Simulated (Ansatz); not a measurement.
**Si₂H₃ (quartet): wave-function methods side by side, cc-pVDZ**

An exercise on one series of results from a longer session: the logs are not shown, and one member is left open.

Program: Ansatz 0.2.0, Gaussian basis. Level of theory: cc-pVDZ, core rule «outside noble gas», up to 10 orbitals frozen. These are calculated values, not measurements.

Plan: UHF; CCSD(T) on ROHF; CCSD(T) on UHF; BCCD(T) on ROHF; CISD; CCSDT(Q) on ROHF; CCSDT(Q) on UHF; CASSCF and MRCISD+Q, 11 electrons in 11 orbitals; CASSCF and NEVPT2, 11 electrons in 11 orbitals.

17 further runs of the same task are left out: 1 for a known fault of the program, 7 that didn't finish, 9 set aside as unsound or not needed.

### The geometry

The geometry is a PBE0/def2-TZVP stationary point (not a proven minimum) of the parent state, kept for this charge and spin.

5 atoms, charge 0, spin multiplicity 4.

Atoms are counted from 1 here; the program's logs count them from 0.

Bond lengths: Si1–Si2 2.282 Å, Si1–H3 1.492 Å, Si1–H4 1.491 Å, Si2–H5 1.528 Å. Angles: Si2–Si1–H3 129.4°, Si2–Si1–H4 123.7°, H3–Si1–H4 106.9°, Si1–Si2–H5 86.8°.

As a file:

```
Si    0.0000    0.0235    1.0897
Si    0.0000   -0.0769   -1.1897
H     0.0000    1.2166    1.9857
H     0.0000   -1.1800    1.9697
H     0.0000    1.4507   -1.1705
```

The first run:

The input, in.yaml:

```yaml
crystal:
  periodic: [false, false, false]
  atoms:
    - {symbol: Si, position_ang: [0.000000, 0.023519, 1.089742]}
    - {symbol: Si, position_ang: [0.000000, -0.076896, -1.189690]}
    - {symbol: H, position_ang: [0.000000, 1.216633, 1.985750]}
    - {symbol: H, position_ang: [0.000000, -1.180037, 1.969732]}
    - {symbol: H, position_ang: [0.000000, 1.450716, -1.170505]}
basis:
  gaussian: {orbitals: cc-pVDZ}
magnetization: {spin_polarized: true, initial_magnetization: 3}
hamiltonian: {xc: hf}
output: {orbitals: {seedname: orbitals}}
```

Launch:

```console
ansatz run in.yaml --threads 1 --pin off --events-out ev --progress --plain --max-ram 2393MiB
```

Among the steps run: UHF; CCSD(T) on ROHF; CCSD(T) on UHF; BCCD(T) on ROHF; CISD; CCSDT(Q) on ROHF; CCSDT(Q) on UHF; CASSCF and MRCISD+Q, 11 electrons in 11 orbitals; CASSCF and NEVPT2, 11 electrons in 11 orbitals.

One of the session's tables, all rows but one given; the rest of the session is left out.

| method | from UCCSDT(Q) (meV) |
| --- | --- |
| ROHF | +5541.3 |
| UHF | ? |
| RMP2 | +1272.9 |
| UMP2 | +1279.8 |
| CISD | +595.7 |
| RCCSD | +192.9 |
| UCCSD | +188.4 |
| RCCSD(T) | +43.8 |
| UCCSD(T) | +43.5 |
| BCCD(T) | +43.5 |
| RCCSDT | +7.5 |
| UCCSDT | +6.8 |
| RCCSDT(Q) | +0.7 |
| UCCSDT(Q) | 0 |
| CASSCF valence | +3802.1 |
| NEVPT2 valence | +1117.2 |
| MRCISD valence | +318.2 |
| MRCISD+Q valence | +40.4 |

Estimate the missing values for UHF.

The run gave: from UCCSDT(Q) (meV): +5368.6. In the column «from UCCSDT(Q) (meV)» it lies between CASSCF valence (+3802.1) and ROHF (+5541.3).

Limits of these values: Restricted and unrestricted rows rest on different reference determinants; where their highest levels disagree by more than a few hundredths of an eV, they describe different states and don't form one ladder.
